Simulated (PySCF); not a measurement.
# One shape, several levels: singlet [PO2]+

Wanted: a comparison of 6 runs (PBE/STO-6G, SVWN5/STO-6G, BCCD(T)/STO-6G, CCSDT(Q)/STO-6G, CCSDTQ/STO-6G, CCSD(T)/STO-6G) of singlet [PO2]+. Input form: a Python script.

Program for the calculation: PySCF 2.14.0.

21 further runs of the same task are left out: 8 that didn't finish, 13 set aside as unsound or not needed.

**1. The system as given**

[PO2]+: 3 atoms, total charge +1, spin state singlet. As SMILES of the parent species, `[O]P=O`. The shape is that of a GFN2-xTB optimisation. That shape belongs to the parent species and isn't relaxed for this state.

Bond lengths: O1–P2 1.464 Å, P2–O3 1.464 Å. Angles: O1–P2–O3 123.4°.

**2. The energy at PBE/STO-6G (run 1)**

File run.py:

```python
from pyscf import gto, dft

mol = gto.M(
    atom='''
O      0.626841     2.317390     0.600309
P     -0.763336     0.145566    -0.400868
O      0.136495    -2.462956    -0.199442
''',
    basis='sto-6g',
    max_memory=1860,
    verbose=3,
    charge=1,
    unit='bohr',
)

mf = dft.RKS(mol)
mf.xc = 'pbe'
mf.conv_tol = 1e-10
mf.grids.level = 5
mf.kernel()
if not mf.converged:
    mf = mf.newton().run(mf.mo_coeff, mf.mo_occ)

e_tot = mf.e_tot
print('E(%s) = %.9f' % ('PBE', e_tot))
```

Command:

```
$ OMP_NUM_THREADS=1 python run.py
```

Standard output:

```text
converged SCF energy = -489.222992295944
E(PBE) = -489.222992296
```

Wall time 3.9 s (1 thread of Arm Neoverse V1, shared host); peak memory 0.19 GiB.

**3. The energy at SVWN5/STO-6G (run 2)**

File input.py:

```python
from pyscf import gto, dft

mol = gto.M(
    atom=[
    ('O', (0.331710, 1.226310, 0.317670)),
    ('P', (-0.403940, 0.077030, -0.212130)),
    ('O', (0.072230, -1.303340, -0.105540)),
],
    charge=1,
    verbose=3,
    basis='sto-6g',
    max_memory=1860,
)

mf = dft.RKS(mol)
mf.xc = 'svwn'
mf.grids.level = 5
mf.conv_tol = 1e-10
mf.kernel()
if not mf.converged:
    mf = mf.newton().run(mf.mo_coeff, mf.mo_occ)

e_tot = mf.e_tot
print('Final energy', e_tot)
```

Command:

```
$ OMP_NUM_THREADS=1 python input.py
```

Standard output:

```text
converged SCF energy = -487.147769113393
Final energy -487.1477691133932
```

Run time: 2.8 s. Hardware: 1 thread of Arm Neoverse V1, shared host; peak memory 0.13 GiB.

**4. The energy at BCCD(T)/STO-6G (run 3)**

File job.py:

```python
from pyscf import gto, cc
from pyscf.cc.bccd import bccd_kernel_

mol = gto.Mole()
mol.atom = [
    ('O', (0.331710, 1.226310, 0.317670)),
    ('P', (-0.403940, 0.077030, -0.212130)),
    ('O', (0.072230, -1.303340, -0.105540)),
]
mol.max_memory = 1860
mol.charge = 1
mol.spin = 0
mol.basis = 'sto-6g'
mol.verbose = 3
mol.build()

hf = mol.RHF()
hf.conv_tol = 1e-10
hf.kernel()
if not hf.converged:
    hf = hf.newton().run(hf.mo_coeff, hf.mo_occ)

mycc = cc.CCSD(hf, frozen=7).run()
mycc = bccd_kernel_(mycc, diis=True)
e_t = mycc.ccsd_t()
e_tot = mycc.e_tot + e_t
print('Final energy', e_tot)
```

Command:

```
$ OMP_NUM_THREADS=1 python job.py
```

Standard output:

```text
converged SCF energy = -488.19626780058
E(CCSD) = -488.4349885969435  E_corr = -0.2387207963632195
BCCD loop starts.

[... 28 lines left out ...]
CCSD converged
[... 27 lines left out ...]
CCSD converged
[... 28 lines left out ...]
CCSD converged
[... 19 lines left out ...]
CCSD converged
[... 3 lines left out ...]
Final energy -488.46965429044013
```

It took 2.2 s on 1 thread of Arm Neoverse V1, shared host; peak memory 0.12 GiB.

Runs 4 to 5 aren't shown in full; the table further down has their settings and results.

**5. The energy at CCSD(T)/STO-6G (run 6)**

File input.py:

```python
from pyscf import gto, cc

molecule = gto.Mole()
molecule.atom = '''
O    0.331710   1.226310   0.317670
P   -0.403940   0.077030  -0.212130
O    0.072230  -1.303340  -0.105540
'''
molecule.max_memory = 1860
molecule.verbose = 3
molecule.spin = 0
molecule.charge = 1
molecule.basis = 'sto-6g'
molecule.build()

mf = molecule.RHF()
mf.conv_tol = 1e-10
mf.kernel()
if not mf.converged:
    mf = mf.newton().run(mf.mo_coeff, mf.mo_occ)

mycc = cc.CCSD(mf, frozen=7)
mycc.kernel()
e_t = mycc.ccsd_t()
e_final = mycc.e_tot + e_t
print('E = %.10f Eh' % e_final)
```

Command:

```
$ OMP_NUM_THREADS=1 python input.py
```

Standard output:

```text
converged SCF energy = -488.19626780058
E(CCSD) = -488.4349885969435  E_corr = -0.2387207963632195
CCSD(T) correction = -0.032970913633892
E = -488.4679595106 Eh
```

It took 1.3 s on 1 thread of Arm Neoverse V1, shared host; peak memory 0.12 GiB.

**6. The series**

```
run            level  integration grid  frozen core orbitals  energy (Eh)  HOMO energy (eV)  LUMO energy (eV)  HOMO–LUMO gap (eV)  wall time
  1       PBE/STO-6G                 5                     –  -489.222992            -14.12            -12.91                1.21      3.9 s
  2     SVWN5/STO-6G                 5                     –  -487.147769            -14.15            -13.00                1.15      2.8 s
  3   BCCD(T)/STO-6G                 –                     7  -488.469654                 –                 –                   –      2.2 s
  4  CCSDT(Q)/STO-6G                 –                     7  -488.470305            -19.27             -7.41               11.86      2.7 s
  5    CCSDTQ/STO-6G                 –                     7  -488.468993            -19.27             -7.41               11.86       19 s
  6   CCSD(T)/STO-6G                 –                     7  -488.467960            -19.27             -7.41               11.86      1.3 s
```

**7. Results**

| quantity | value |
| --- | --- |
| run 6: total energy | -488.46796 Eh |
| run 6: HOMO energy (Hartree–Fock orbitals) | -19.27 eV |
| run 6: LUMO energy (Hartree–Fock orbitals) | -7.41 eV |
| run 6: HOMO–LUMO gap (Hartree–Fock orbitals) | 11.86 eV |
| run 6: correlation energy (7 core orbitals frozen) | -271.7 mEh |
| run 6: (T) correction | -32.97 mEh |
| run 6: T1 diagnostic | 0.042 |

Totals of different functionals can't be ranked against each other. In run 6 the T1 diagnostic is large, so a single reference may not serve. In runs 1, 2, 3, 4, 5, 6 the basis is minimal, so the values are rough. All runs together took 32 s, the longest 19 s.
